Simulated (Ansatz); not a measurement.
**A geometry optimisation of FHSi2 with PBE0-D4/def2-TZVP**

The starting geometry of this gas-phase singlet was optimised with GFN2-xTB.

```yaml
atoms:
  - { symbol: F, position_ang: [-0.0975, -0.5978, 1.3721] }
  - { symbol: Si, position_ang: [2.2502, 0.0196, -0.1332] }
  - { symbol: Si, position_ang: [0.8682, 0.7730, 1.5113] }
  - { symbol: H, position_ang: [1.9587, 1.1850, -1.0673] }
```

Q: Predict what becomes of its bonds when it is optimised with PBE0-D4/def2-TZVP.

A: A new bond forms, giving a structure with H4 bridging Si3 and Si2, given below by its coordinates. Contacts that close: Si3–H4 (2.83 → 1.70 Å).

The energy falls by 0.80 eV over 17 steps:

| step | E − E(last) (eV) |
| --- | --- |
| 1 | 0.801 |
| 3 | 0.623 |
| 5 | 0.561 |
| 6 | 0.539 |
| 8 | 0.470 |
| 10 | 0.316 |
| 12 | 0.080 |
| 13 | 0.025 |
| 15 | 0.000 |
| 17 | 0.000 |

Final geometry (Å):

```yaml
atoms:
  - { symbol: F, position_ang: [-0.4243, 0.0606, 1.3512] }
  - { symbol: Si, position_ang: [2.9221, 0.4573, -0.0594] }
  - { symbol: Si, position_ang: [1.1237, 0.1380, 0.9839] }
  - { symbol: H, position_ang: [1.3581, 0.7240, -0.5927] }
```

Frequencies at the end are all real (lowest 130 cm⁻¹). Run with Ansatz 0.2.0, 16 s on 2 threads of Arm Neoverse V2, with other jobs on the host.
